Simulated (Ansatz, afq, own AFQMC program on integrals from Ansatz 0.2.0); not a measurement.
**CH$_{3}$, doublet in def2-SVP, levels against full CI**

```yaml
atoms:
  - { symbol: C, position_ang: [-0.9100, -1.2207, -0.1988] }
  - { symbol: H, position_ang: [-0.3777, -2.0332, 0.2966] }
  - { symbol: H, position_ang: [-1.6299, -0.6209, 0.3586] }
  - { symbol: H, position_ang: [-0.7224, -1.0082, -1.2516] }
```

Basis def2-SVP. Noble-gas cores (and the filled d shells of Ga–Kr and In–Xe) are frozen. AFQMC by an in-house program on the Cholesky factors that Ansatz 0.2.0 writes for its CCSD(T) run. ph-AFQMC/CISD is guided by a CISD state made of CCSD amplitudes; releasing the constraint for a short imaginary time cuts its bias at the price of noise, slowly where states lie close. Free AFQMC starts from the CCSD state and is never constrained. Its projection time is finite, and what remains of the start isn't in its error. ± is one standard error of the sampling.

Determinant: UHF, the one that the program's search chose, which needn't be the lowest solution. The geometry is a PBE0/def2-SVP stationary point of this or a neighbouring charge and spin state.

Full CI is exact in this basis; its frozen core comes from its own orbitals, which moves totals by up to a few meV.

Cautions: full CI with its own frozen core.

The T1 diagnostic is 0.0071, the weight of the determinant in the CISD state is 0.942 and the ⟨S²⟩ of the determinant is 0.762. The size of the correlated space is 7 electrons in 28 orbitals.

```
  level  correlation energy (eV)
    MP2                  -3.4454
   CCSD                  -4.0497
CCSD(T)                  -4.1224
```

**Question.** Estimate where phaseless AFQMC with the Hartree–Fock trial lies against CCSD(T) on the same integrals.

**Answer.** 0.65 ± 0.29 kcal/mol below CCSD(T).

Reference: full CI, correlation energy -4.135 eV. The released energy is read at 1.50 1/Eh (meV from the phaseless value at times in 1/Eh: -0.1 ± 1.2 at 0.24, 0.2 ± 0.8 at 0.50, -2.3 ± 0.7 at 1.00, -1.1 ± 0.6 at 1.50). CCSDTQ lies 0.6 meV below full CI, in part by the other frozen core, which shifts every row alike, so rows that close can't be ranked against it.

```json
{"level": "CCSD(T)", "E − E(reference) (kcal/mol)": "0.30", "share of correlation (%)": "99.68"}
{"level": "CCSDT", "E − E(reference) (kcal/mol)": "0.05", "share of correlation (%)": "99.95"}
{"level": "CCSDT(Q)", "E − E(reference) (kcal/mol)": "-0.01", "share of correlation (%)": "100.01"}
{"level": "CCSDTQ", "E − E(reference) (kcal/mol)": "-0.01", "share of correlation (%)": "100.01"}
{"level": "ph-AFQMC/HF", "E − E(reference) (kcal/mol)": "-0.35 ± 0.29", "share of correlation (%)": "100.37"}
{"level": "ph-AFQMC/CISD", "E − E(reference) (kcal/mol)": "0.01 ± 0.04", "share of correlation (%)": "99.99"}
{"level": "released AFQMC", "E − E(reference) (kcal/mol)": "-0.02 ± 0.01", "share of correlation (%)": "100.02"}
{"level": "free AFQMC", "E − E(reference) (kcal/mol)": "-0.07 ± 0.04", "share of correlation (%)": "100.08"}
```

CCSDT and higher add their correlation energy to the determinant of the CCSD(T) run, since their own runs factorise the integrals more tightly (a shift of under 2 meV). Free projections are given only where their last times agree within the noise and don't stop above the reference; a slow remainder of the start can still hide under it. Released energies are given only where the last usable release times agree within the noise; a slower fall can still hide under it.
